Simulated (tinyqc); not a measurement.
Inside a calculation (part 1 of 2). Method: UHF in the sto-3g basis, for LiH+, spin multiplicity 2. Computed by tinyqc, a small Python program that keeps every step (integrals from PySCF). Settings: charge = 1, multiplicity = 2, basis = sto-3g, energy threshold = 1e-08, iteration cap = 88, orthogonalisation = symmetric, start = core, DIIS depth = 3, DIIS from iteration = 3, method = UHF. Command: `OMP_NUM_THREADS=1 python tinyqc.py 22181 22182 out.jsonl` (the two numbers bound the seeds that draw the settings). One thread of a shared host (Intel(R) Xeon(R) Processor @ 2.60GHz), about 0.1 s of CPU time with the checks. Later iterations appear only in the table of the cycle.

## One-electron integrals

Geometry (angstrom):
```
atom       x       y       z
Li    0.0000  0.0000  0.0000
H     0.0000  0.0000  1.8450
```

Basis sto-3g: exponents (1/bohr^2) and contraction coefficients of normalised primitives:
```
element  l (shell)  exponent  coefficient
Li           s (1)   16.1196       0.1543
Li           s (1)    2.9362       0.5353
Li           s (1)    0.7947       0.4446
Li           s (2)    0.6363      -0.1000
Li           s (2)    0.1479       0.3995
Li           s (2)    0.0481       0.7001
Li           p (3)    0.6363       0.1559
Li           p (3)    0.1479       0.6077
Li           p (3)    0.0481       0.3920
H            s (1)    3.4253       0.1543
H            s (1)    0.6239       0.5353
H            s (1)    0.1689       0.4446
```

Overlap, kinetic and nuclear-attraction integrals over the contracted functions; the nuclear repulsion is the sum of Za Zb / Rab.

nuclear repulsion = 0.860451 hartree

overlap S:
```
         1Li 1s  1Li 2s  1Li 2px  1Li 2py  1Li 2pz   2H 1s
1Li 1s   1.0000  0.2411   0.0000   0.0000   0.0000  0.0391
1Li 2s   0.2411  1.0000   0.0000   0.0000   0.0000  0.3350
1Li 2px  0.0000  0.0000   1.0000   0.0000   0.0000  0.0000
1Li 2py  0.0000  0.0000   0.0000   1.0000   0.0000  0.0000
1Li 2pz  0.0000  0.0000   0.0000   0.0000   1.0000  0.4600
2H 1s    0.0391  0.3350   0.0000   0.0000   0.4600  1.0000
```

kinetic energy T (hartree):
```
          1Li 1s   1Li 2s  1Li 2px  1Li 2py  1Li 2pz    2H 1s
1Li 1s    3.5768  -0.0202   0.0000   0.0000   0.0000  -0.0114
1Li 2s   -0.0202   0.1022   0.0000   0.0000   0.0000   0.0272
1Li 2px   0.0000   0.0000   0.3197   0.0000   0.0000   0.0000
1Li 2py   0.0000   0.0000   0.0000   0.3197   0.0000   0.0000
1Li 2pz   0.0000   0.0000   0.0000   0.0000   0.3197   0.0927
2H 1s    -0.0114   0.0272   0.0000   0.0000   0.0927   0.7600
```

nuclear attraction V (hartree):
```
          1Li 1s   1Li 2s  1Li 2px  1Li 2py  1Li 2pz    2H 1s
1Li 1s   -8.2697  -1.0335   0.0000   0.0000  -0.0121  -0.1646
1Li 2s   -1.0335  -1.4719   0.0000   0.0000  -0.1080  -0.5793
1Li 2px   0.0000   0.0000  -1.4338   0.0000   0.0000   0.0000
1Li 2py   0.0000   0.0000   0.0000  -1.4338   0.0000   0.0000
1Li 2pz  -0.0121  -0.1080   0.0000   0.0000  -1.5194  -0.8047
2H 1s    -0.1646  -0.5793   0.0000   0.0000  -0.8047  -2.0864
```

core Hamiltonian H = T + V (hartree):
```
          1Li 1s   1Li 2s  1Li 2px  1Li 2py  1Li 2pz    2H 1s
1Li 1s   -4.6929  -1.0537   0.0000   0.0000  -0.0121  -0.1760
1Li 2s   -1.0537  -1.3698   0.0000   0.0000  -0.1080  -0.5521
1Li 2px   0.0000   0.0000  -1.1141   0.0000   0.0000   0.0000
1Li 2py   0.0000   0.0000   0.0000  -1.1141   0.0000   0.0000
1Li 2pz  -0.0121  -0.1080   0.0000   0.0000  -1.1997  -0.7119
2H 1s    -0.1760  -0.5521   0.0000   0.0000  -0.7119  -1.3263
```

## Two-electron integrals

Functions are numbered as in S; the eight-fold symmetry (ij|kl) = (ji|kl) = (kl|ij) leaves the list below.

Two-electron integrals (ij|kl) in chemists' order, unique and non-zero (hartree):
```
(11|11) 1.6804   (21|11) 0.2654   (21|21) 0.0499   (22|11) 0.3977
(22|21) 0.0929   (22|22) 0.2906   (31|31) 0.0090   (32|31) 0.0138
(32|32) 0.0642   (33|11) 0.3966   (33|21) 0.0929   (33|22) 0.2905
(33|33) 0.3129   (41|41) 0.0090   (42|41) 0.0138   (42|42) 0.0642
(43|43) 0.0169   (44|11) 0.3966   (44|21) 0.0929   (44|22) 0.2905
(44|33) 0.2792   (44|44) 0.3129   (51|51) 0.0090   (52|51) 0.0138
(52|52) 0.0642   (53|53) 0.0169   (54|54) 0.0169   (55|11) 0.3966
(55|21) 0.0929   (55|22) 0.2905   (55|33) 0.2792   (55|44) 0.2792
(55|55) 0.3129   (61|11) 0.0416   (61|21) 0.0079   (61|22) 0.0150
(61|33) 0.0148   (61|44) 0.0148   (61|51) 0.0010   (61|52) 0.0019
(61|55) 0.0153   (61|61) 0.0014   (62|11) 0.1155   (62|21) 0.0274
(62|22) 0.0929   (62|33) 0.0878   (62|44) 0.0878   (62|51) 0.0044
(62|52) 0.0284   (62|55) 0.1029   (62|61) 0.0052   (62|62) 0.0522
(63|31) 0.0020   (63|32) 0.0098   (63|53) 0.0042   (63|63) 0.0034
(64|41) 0.0020   (64|42) 0.0098   (64|54) 0.0042   (64|64) 0.0034
(65|11) 0.1486   (65|21) 0.0355   (65|22) 0.1247   (65|33) 0.1162
(65|44) 0.1162   (65|51) 0.0068   (65|52) 0.0436   (65|55) 0.1417
(65|61) 0.0070   (65|62) 0.0762   (65|65) 0.1123   (66|11) 0.2865
(66|21) 0.0689   (66|22) 0.2583   (66|33) 0.2356   (66|44) 0.2356
(66|51) 0.0118   (66|52) 0.0968   (66|55) 0.3033   (66|61) 0.0135
(66|62) 0.1846   (66|65) 0.2787   (66|66) 0.7746
```

## Orthogonalisation

S = U s U^T; symmetric (Loewdin) form X = U s^(-1/2) U^T, so that X^T S X = 1.

eigenvalues of S: 0.4204  0.8015  1.0000  1.0000  1.1783  1.5999

X:
```
          1Li 1s   1Li 2s  1Li 2px  1Li 2py  1Li 2pz    2H 1s
1Li 1s    1.0234  -0.1305   0.0000   0.0000  -0.0072   0.0161
1Li 2s   -0.1305   1.0810   0.0000   0.0000   0.0782  -0.2174
1Li 2px   0.0000   0.0000   1.0000   0.0000   0.0000   0.0000
1Li 2py   0.0000   0.0000   0.0000   1.0000   0.0000   0.0000
1Li 2pz  -0.0072   0.0782   0.0000   0.0000   1.1052  -0.2934
2H 1s     0.0161  -0.2174   0.0000   0.0000  -0.2934   1.1616
```

## Starting guess

The start is the orbitals of the core Hamiltonian; D(s) = C_occ C_occ^T for each spin.

D(alpha) at the start:
```
          1Li 1s   1Li 2s  1Li 2px  1Li 2py  1Li 2pz    2H 1s
1Li 1s    1.0229  -0.0676   0.0000   0.0000  -0.0417  -0.0581
1Li 2s   -0.0676   0.1534   0.0000   0.0000   0.1533   0.2287
1Li 2px   0.0000   0.0000   0.0000   0.0000   0.0000   0.0000
1Li 2py   0.0000   0.0000   0.0000   0.0000   0.0000   0.0000
1Li 2pz  -0.0417   0.1533   0.0000   0.0000   0.1538   0.2295
2H 1s    -0.0581   0.2287   0.0000   0.0000   0.2295   0.3426
```

D(beta) at the start:
```
          1Li 1s   1Li 2s  1Li 2px  1Li 2py  1Li 2pz    2H 1s
1Li 1s    1.0113  -0.0254   0.0000   0.0000   0.0006   0.0051
1Li 2s   -0.0254   0.0006   0.0000   0.0000   0.0000  -0.0001
1Li 2px   0.0000   0.0000   0.0000   0.0000   0.0000   0.0000
1Li 2py   0.0000   0.0000   0.0000   0.0000   0.0000   0.0000
1Li 2pz   0.0006   0.0000   0.0000   0.0000   0.0000   0.0000
2H 1s     0.0051  -0.0001   0.0000   0.0000   0.0000   0.0000
```

## Iteration 1: building the Fock matrix

J_ij = sum D_kl (ij|kl) with D = D(alpha) + D(beta), K_ij = sum D_kl (ik|jl) for each spin; F = H + J - K(s); E = tr D H + tr D J / 2 - 0.5 sum_s tr D(s) K(s) + E_nn.

Coulomb J (hartree):
```
         1Li 1s  1Li 2s  1Li 2px  1Li 2py  1Li 2pz   2H 1s
1Li 1s   3.7059  0.6108   0.0000   0.0000   0.0125  0.0983
1Li 2s   0.6108  1.0679   0.0000   0.0000   0.0845  0.3899
1Li 2px  0.0000  0.0000   1.0499   0.0000   0.0000  0.0000
1Li 2py  0.0000  0.0000   0.0000   1.0499   0.0000  0.0000
1Li 2pz  0.0125  0.0845   0.0000   0.0000   1.0969  0.5306
2H 1s    0.0983  0.3899   0.0000   0.0000   0.5306  1.1613
```

exchange K(alpha) (hartree):
```
         1Li 1s  1Li 2s  1Li 2px  1Li 2py  1Li 2pz   2H 1s
1Li 1s   1.6918  0.2633   0.0000   0.0000   0.0067  0.0485
1Li 2s   0.2633  0.1632   0.0000   0.0000   0.1423  0.2177
1Li 2px  0.0000  0.0000   0.0271   0.0000   0.0000  0.0000
1Li 2py  0.0000  0.0000   0.0000   0.0271   0.0000  0.0000
1Li 2pz  0.0067  0.1423   0.0000   0.0000   0.1880  0.2776
2H 1s    0.0485  0.2177   0.0000   0.0000   0.2776  0.5249
```

exchange K(beta) (hartree):
```
         1Li 1s  1Li 2s  1Li 2px  1Li 2py  1Li 2pz   2H 1s
1Li 1s   1.6863  0.2577   0.0000   0.0000   0.0010  0.0405
1Li 2s   0.2577  0.0462   0.0000   0.0000   0.0002  0.0073
1Li 2px  0.0000  0.0000   0.0084   0.0000   0.0000  0.0000
1Li 2py  0.0000  0.0000   0.0000   0.0084   0.0000  0.0000
1Li 2pz  0.0010  0.0002   0.0000   0.0000   0.0085  0.0009
2H 1s    0.0405  0.0073   0.0000   0.0000   0.0009  0.0013
```

F(alpha) (hartree):
```
          1Li 1s   1Li 2s  1Li 2px  1Li 2py  1Li 2pz    2H 1s
1Li 1s   -2.6787  -0.7062   0.0000   0.0000  -0.0063  -0.1262
1Li 2s   -0.7062  -0.4651   0.0000   0.0000  -0.1659  -0.3799
1Li 2px   0.0000   0.0000  -0.0913   0.0000   0.0000   0.0000
1Li 2py   0.0000   0.0000   0.0000  -0.0913   0.0000   0.0000
1Li 2pz  -0.0063  -0.1659   0.0000   0.0000  -0.2908  -0.4589
2H 1s    -0.1262  -0.3799   0.0000   0.0000  -0.4589  -0.6899
```

F(beta) (hartree):
```
          1Li 1s   1Li 2s  1Li 2px  1Li 2py  1Li 2pz    2H 1s
1Li 1s   -2.6733  -0.7006   0.0000   0.0000  -0.0006  -0.1182
1Li 2s   -0.7006  -0.3481   0.0000   0.0000  -0.0238  -0.1695
1Li 2px   0.0000   0.0000  -0.0726   0.0000   0.0000   0.0000
1Li 2py   0.0000   0.0000   0.0000  -0.0726   0.0000   0.0000
1Li 2pz  -0.0006  -0.0238   0.0000   0.0000  -0.1113  -0.1822
2H 1s    -0.1182  -0.1695   0.0000   0.0000  -0.1822  -0.1662
```

total energy of this density = -7.579253 hartree

## Iteration 1: diagonalisation and new density

Diagonalise F' = X^T F X, C = X C', fill 2 alpha and 1 beta electrons from the bottom; D(s) = C_occ C_occ^T. Each column has its largest component positive (the first on a tie).

F' = X^T F X (alpha) (hartree):
```
         1        2        3        4        5        6
1  -2.6276  -0.3552   0.0000   0.0000   0.0034  -0.0019
2  -0.3552  -0.2651   0.0000   0.0000  -0.0539  -0.2277
3   0.0000   0.0000  -0.0913   0.0000   0.0000   0.0000
4   0.0000   0.0000   0.0000  -0.0913   0.0000   0.0000
5   0.0034  -0.0539   0.0000   0.0000  -0.1309  -0.3066
6  -0.0019  -0.2277   0.0000   0.0000  -0.3066  -0.4949
```

orbital energies (alpha) (hartree): MO1 -2.6804, MO2 -0.7600, MO3 -0.1418, MO4 -0.0913, MO5 -0.0913, MO6 0.0637

coefficients C (alpha):
```
            MO1      MO2      MO3     MO4      MO5      MO6
1Li 1s   0.9931  -0.1112  -0.2404  0.0000   0.0000  -0.0904
1Li 2s   0.0266   0.2679   0.9570  0.0000   0.0000   0.5005
1Li 2px  0.0000   0.0000   0.0000  0.2978   0.9546   0.0000
1Li 2py  0.0000   0.0000   0.0000  0.9546  -0.2978   0.0000
1Li 2pz  0.0037   0.2662  -0.3770  0.0000   0.0000   1.0492
2H 1s    0.0022   0.7422  -0.2567  0.0000   0.0000  -0.9307
```

F' = X^T F X (beta) (hartree):
```
         1        2        3        4        5        6
1  -2.6217  -0.3615   0.0000   0.0000  -0.0040  -0.0125
2  -0.3615  -0.1880   0.0000   0.0000   0.0318  -0.1229
3   0.0000   0.0000  -0.0726   0.0000   0.0000   0.0000
4   0.0000   0.0000   0.0000  -0.0726   0.0000   0.0000
5  -0.0040   0.0318   0.0000   0.0000  -0.0304  -0.1711
6  -0.0125  -0.1229   0.0000   0.0000  -0.1711  -0.0438
```

orbital energies (beta) (hartree): MO1 -2.6746, MO2 -0.2540, MO3 -0.1276, MO4 -0.0726, MO5 -0.0726, MO6 0.1722

coefficients C (beta):
```
             MO1      MO2      MO3      MO4     MO5      MO6
1Li 1s    0.9939  -0.1594  -0.2028   0.0000  0.0000   0.1012
1Li 2s    0.0245   0.5108   0.8101   0.0000  0.0000  -0.5667
1Li 2px   0.0000   0.0000   0.0000   0.8787  0.4773   0.0000
1Li 2py   0.0000   0.0000   0.0000  -0.4773  0.8787   0.0000
1Li 2pz   0.0014   0.3337  -0.5733   0.0000  0.0000  -0.9347
2H 1s    -0.0023   0.5435  -0.2303   0.0000  0.0000   1.0651
```

D(alpha) after iteration 1:
```
          1Li 1s   1Li 2s  1Li 2px  1Li 2py  1Li 2pz    2H 1s
1Li 1s    0.9987  -0.0034   0.0000   0.0000  -0.0259  -0.0803
1Li 2s   -0.0034   0.0725   0.0000   0.0000   0.0714   0.1989
1Li 2px   0.0000   0.0000   0.0000   0.0000   0.0000   0.0000
1Li 2py   0.0000   0.0000   0.0000   0.0000   0.0000   0.0000
1Li 2pz  -0.0259   0.0714   0.0000   0.0000   0.0709   0.1976
2H 1s    -0.0803   0.1989   0.0000   0.0000   0.1976   0.5508
```

D(beta) after iteration 1:
```
          1Li 1s   1Li 2s  1Li 2px  1Li 2py  1Li 2pz    2H 1s
1Li 1s    0.9879   0.0244   0.0000   0.0000   0.0014  -0.0023
1Li 2s    0.0244   0.0006   0.0000   0.0000   0.0000  -0.0001
1Li 2px   0.0000   0.0000   0.0000   0.0000   0.0000   0.0000
1Li 2py   0.0000   0.0000   0.0000   0.0000   0.0000   0.0000
1Li 2pz   0.0014   0.0000   0.0000   0.0000   0.0000   0.0000
2H 1s    -0.0023  -0.0001   0.0000   0.0000   0.0000   0.0000
```

Within a degenerate level the vectors are fixed only up to a rotation; this is one choice.

## Iteration 2: building the Fock matrix

As before.

Coulomb J (hartree):
```
         1Li 1s  1Li 2s  1Li 2px  1Li 2py  1Li 2pz   2H 1s
1Li 1s   3.6621  0.6043   0.0000   0.0000   0.0123  0.0973
1Li 2s   0.6043  1.0619   0.0000   0.0000   0.0900  0.4002
1Li 2px  0.0000  0.0000   1.0411   0.0000   0.0000  0.0000
1Li 2py  0.0000  0.0000   0.0000   1.0411   0.0000  0.0000
1Li 2pz  0.0123  0.0900   0.0000   0.0000   1.0967  0.5488
2H 1s    0.0973  0.4002   0.0000   0.0000   0.5488  1.2336
```

exchange K(alpha) (hartree):
```
         1Li 1s  1Li 2s  1Li 2px  1Li 2py  1Li 2pz   2H 1s
1Li 1s   1.6782  0.2739   0.0000   0.0000   0.0007  0.0453
1Li 2s   0.2739  0.1474   0.0000   0.0000   0.1207  0.2191
1Li 2px  0.0000  0.0000   0.0218   0.0000   0.0000  0.0000
1Li 2py  0.0000  0.0000   0.0000   0.0218   0.0000  0.0000
1Li 2pz  0.0007  0.1207   0.0000   0.0000   0.1698  0.2915
2H 1s    0.0453  0.2191   0.0000   0.0000   0.2915  0.6317
```

exchange K(beta) (hartree):
```
         1Li 1s  1Li 2s  1Li 2px  1Li 2py  1Li 2pz   2H 1s
1Li 1s   1.6728  0.2729   0.0000   0.0000   0.0002  0.0436
1Li 2s   0.2729  0.0539   0.0000   0.0000   0.0001  0.0087
1Li 2px  0.0000  0.0000   0.0096   0.0000   0.0000  0.0000
1Li 2py  0.0000  0.0000   0.0000   0.0096   0.0000  0.0000
1Li 2pz  0.0002  0.0001   0.0000   0.0000   0.0095  0.0011
2H 1s    0.0436  0.0087   0.0000   0.0000   0.0011  0.0016
```

F(alpha) (hartree):
```
          1Li 1s   1Li 2s  1Li 2px  1Li 2py  1Li 2pz    2H 1s
1Li 1s   -2.7091  -0.7233   0.0000   0.0000  -0.0005  -0.1240
1Li 2s   -0.7233  -0.4553   0.0000   0.0000  -0.1387  -0.3710
1Li 2px   0.0000   0.0000  -0.0948   0.0000   0.0000   0.0000
1Li 2py   0.0000   0.0000   0.0000  -0.0948   0.0000   0.0000
1Li 2pz  -0.0005  -0.1387   0.0000   0.0000  -0.2728  -0.4546
2H 1s    -0.1240  -0.3710   0.0000   0.0000  -0.4546  -0.7244
```

F(beta) (hartree):
```
          1Li 1s   1Li 2s  1Li 2px  1Li 2py  1Li 2pz    2H 1s
1Li 1s   -2.7036  -0.7223   0.0000   0.0000   0.0000  -0.1223
1Li 2s   -0.7223  -0.3618   0.0000   0.0000  -0.0181  -0.1606
1Li 2px   0.0000   0.0000  -0.0826   0.0000   0.0000   0.0000
1Li 2py   0.0000   0.0000   0.0000  -0.0826   0.0000   0.0000
1Li 2pz   0.0000  -0.0181   0.0000   0.0000  -0.1125  -0.1642
2H 1s    -0.1223  -0.1606   0.0000   0.0000  -0.1642  -0.0943
```

total energy of this density = -7.616540 hartree

## Iteration 2: diagonalisation and new density

As before.

F' = X^T F X (alpha) (hartree):
```
         1        2        3        4        5        6
1  -2.6546  -0.3716   0.0000   0.0000   0.0045   0.0016
2  -0.3716  -0.2506   0.0000   0.0000  -0.0256  -0.2194
3   0.0000   0.0000  -0.0948   0.0000   0.0000   0.0000
4   0.0000   0.0000   0.0000  -0.0948   0.0000   0.0000
5   0.0045  -0.0256   0.0000   0.0000  -0.1104  -0.3007
6   0.0016  -0.2194   0.0000   0.0000  -0.3007  -0.5432
```

orbital energies (alpha) (hartree): MO1 -2.7112, MO2 -0.7708, MO3 -0.1479, MO4 -0.0948, MO5 -0.0948, MO6 0.0711

coefficients C (alpha):
```
             MO1      MO2      MO3     MO4      MO5      MO6
1Li 1s    0.9922  -0.0982  -0.2450  0.0000   0.0000  -0.1031
1Li 2s    0.0307   0.2146   0.9490  0.0000   0.0000   0.5397
1Li 2px   0.0000   0.0000   0.0000  0.1996   0.9799   0.0000
1Li 2py   0.0000   0.0000   0.0000  0.9799  -0.1996   0.0000
1Li 2pz   0.0020   0.2200  -0.3994  0.0000   0.0000   1.0516
2H 1s    -0.0002   0.7976  -0.2111  0.0000   0.0000  -0.8956
```

F' = X^T F X (beta) (hartree):
```
         1        2        3        4        5        6
1  -2.6481  -0.3788   0.0000   0.0000  -0.0040  -0.0136
2  -0.3788  -0.1991   0.0000   0.0000   0.0344  -0.1256
3   0.0000   0.0000  -0.0826   0.0000   0.0000   0.0000
4   0.0000   0.0000   0.0000  -0.0826   0.0000   0.0000
5  -0.0040   0.0344   0.0000   0.0000  -0.0369  -0.1704
6  -0.0136  -0.1256   0.0000   0.0000  -0.1704   0.0365
```

orbital energies (beta) (hartree): MO1 -2.7057, MO2 -0.2250, MO3 -0.1304, MO4 -0.0826, MO5 -0.0826, MO6 0.2135

coefficients C (beta):
```
             MO1      MO2      MO3      MO4     MO5      MO6
1Li 1s    0.9923  -0.1976  -0.1772   0.0000  0.0000   0.0971
1Li 2s    0.0306   0.6628   0.7001   0.0000  0.0000  -0.5554
1Li 2px   0.0000   0.0000   0.0000  -0.0770  0.9970   0.0000
1Li 2py   0.0000   0.0000   0.0000   0.9970  0.0770   0.0000
1Li 2pz   0.0015   0.3305  -0.6674   0.0000  0.0000  -0.8713
2H 1s    -0.0031   0.4145  -0.2356   0.0000  0.0000   1.1205
```

D(alpha) after iteration 2:
```
          1Li 1s  1Li 2s  1Li 2px  1Li 2py  1Li 2pz    2H 1s
1Li 1s    0.9940  0.0094   0.0000   0.0000  -0.0196  -0.0785
1Li 2s    0.0094  0.0470   0.0000   0.0000   0.0473   0.1712
1Li 2px   0.0000  0.0000   0.0000   0.0000   0.0000   0.0000
1Li 2py   0.0000  0.0000   0.0000   0.0000   0.0000   0.0000
1Li 2pz  -0.0196  0.0473   0.0000   0.0000   0.0484   0.1754
2H 1s    -0.0785  0.1712   0.0000   0.0000   0.1754   0.6361
```

D(beta) after iteration 2:
```
          1Li 1s   1Li 2s  1Li 2px  1Li 2py  1Li 2pz    2H 1s
1Li 1s    0.9847   0.0303   0.0000   0.0000   0.0015  -0.0031
1Li 2s    0.0303   0.0009   0.0000   0.0000   0.0000  -0.0001
1Li 2px   0.0000   0.0000   0.0000   0.0000   0.0000   0.0000
1Li 2py   0.0000   0.0000   0.0000   0.0000   0.0000   0.0000
1Li 2pz   0.0015   0.0000   0.0000   0.0000   0.0000   0.0000
2H 1s    -0.0031  -0.0001   0.0000   0.0000   0.0000   0.0000
```

Within a degenerate level the vectors are fixed only up to a rotation; this is one choice.

## Iteration 3: building the Fock matrix

As before.

Coulomb J (hartree):
```
         1Li 1s  1Li 2s  1Li 2px  1Li 2py  1Li 2pz   2H 1s
1Li 1s   3.6515  0.6025   0.0000   0.0000   0.0122  0.0971
1Li 2s   0.6025  1.0598   0.0000   0.0000   0.0919  0.4039
1Li 2px  0.0000  0.0000   1.0380   0.0000   0.0000  0.0000
1Li 2py  0.0000  0.0000   0.0000   1.0380   0.0000  0.0000
1Li 2pz  0.0122  0.0919   0.0000   0.0000   1.0967  0.5552
2H 1s    0.0971  0.4039   0.0000   0.0000   0.5552  1.2596
```

exchange K(alpha) (hartree):
```
         1Li 1s  1Li 2s  1Li 2px  1Li 2py  1Li 2pz   2H 1s
1Li 1s   1.6755  0.2750   0.0000   0.0000   0.0001  0.0450
1Li 2s   0.2750  0.1388   0.0000   0.0000   0.1119  0.2163
1Li 2px  0.0000  0.0000   0.0197   0.0000   0.0000  0.0000
1Li 2py  0.0000  0.0000   0.0000   0.0197   0.0000  0.0000
1Li 2pz  0.0001  0.1119   0.0000   0.0000   0.1624  0.2941
2H 1s    0.0450  0.2163   0.0000   0.0000   0.2941  0.6679
```

exchange K(beta) (hartree):
```
         1Li 1s  1Li 2s  1Li 2px  1Li 2py  1Li 2pz   2H 1s
1Li 1s   1.6706  0.2746   0.0000   0.0000   0.0002  0.0440
1Li 2s   0.2746  0.0549   0.0000   0.0000   0.0000  0.0089
1Li 2px  0.0000  0.0000   0.0097   0.0000   0.0000  0.0000
1Li 2py  0.0000  0.0000   0.0000   0.0097   0.0000  0.0000
1Li 2pz  0.0002  0.0000   0.0000   0.0000   0.0097  0.0011
2H 1s    0.0440  0.0089   0.0000   0.0000   0.0011  0.0016
```

F(alpha) (hartree):
```
          1Li 1s   1Li 2s  1Li 2px  1Li 2py  1Li 2pz    2H 1s
1Li 1s   -2.7169  -0.7263   0.0000   0.0000   0.0001  -0.1240
1Li 2s   -0.7263  -0.4488   0.0000   0.0000  -0.1281  -0.3645
1Li 2px   0.0000   0.0000  -0.0958   0.0000   0.0000   0.0000
1Li 2py   0.0000   0.0000   0.0000  -0.0958   0.0000   0.0000
1Li 2pz   0.0001  -0.1281   0.0000   0.0000  -0.2654  -0.4508
2H 1s    -0.1240  -0.3645   0.0000   0.0000  -0.4508  -0.7346
```

F(beta) (hartree):
```
          1Li 1s   1Li 2s  1Li 2px  1Li 2py  1Li 2pz    2H 1s
1Li 1s   -2.7120  -0.7259   0.0000   0.0000   0.0000  -0.1230
1Li 2s   -0.7259  -0.3649   0.0000   0.0000  -0.0162  -0.1572
1Li 2px   0.0000   0.0000  -0.0859   0.0000   0.0000   0.0000
1Li 2py   0.0000   0.0000   0.0000  -0.0859   0.0000   0.0000
1Li 2pz   0.0000  -0.0162   0.0000   0.0000  -0.1127  -0.1578
2H 1s    -0.1230  -0.1572   0.0000   0.0000  -0.1578  -0.0683
```

total energy of this density = -7.620711 hartree
